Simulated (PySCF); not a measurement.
Geometries of 2 isomers of C4H2ClN, from PBE0-D3(BJ)/def2-SVP geometry optimisation, gas phase (PySCF). One conformer each, no zero-point energy, no frequencies.

Question: Which is lower in electronic energy at this level?
A.
```xyz
8
angstrom
N      3.339    1.566   -0.091
C      2.305    1.059    0.064
C      1.083    0.457    0.248
C      0.004   -0.077    0.411
C     -1.279   -0.716    0.607
Cl    -2.627    0.266   -0.035
H     -1.302   -1.691    0.099
H     -1.465   -0.881    1.679
```
B.
```xyz
8
angstrom
N     -2.035    0.002   -1.354
C     -1.098    0.193   -0.701
C      0.071    0.433    0.128
C      1.190    1.340   -0.361
C      1.433    0.070   -0.360
Cl     2.446   -1.230   -0.650
H     -0.158    0.378    1.203
H      1.445    2.379   -0.545
```

Answer: A. That is `N#CC#CCCl`, 12.3 kcal/mol below the other.

```json
{"SMILES": "N#CC#CCCl", "atoms numbered as above": "[N:1]#[C:2][C:3]#[C:4][CH2:5][Cl:6]", "E (Eh)": "-667.79266", "relative (kcal/mol)": "0.0", "relative (kJ/mol)": "0.0", "dipole (D)": "4.04"}
{"SMILES": "N#C[C@@H]1C=C1Cl", "atoms numbered as above": "[N:1]#[C:2][C@@H:3]1[CH:4]=[C:5]1[Cl:6]", "E (Eh)": "-667.77310", "relative (kcal/mol)": "12.3", "relative (kJ/mol)": "51.3", "dipole (D)": "3.96"}
```

As drawn, the lower has a C≡C bond, which the higher lacks; the higher has a three-membered ring and a C=C bond outside aromatic rings, which the lower lacks.
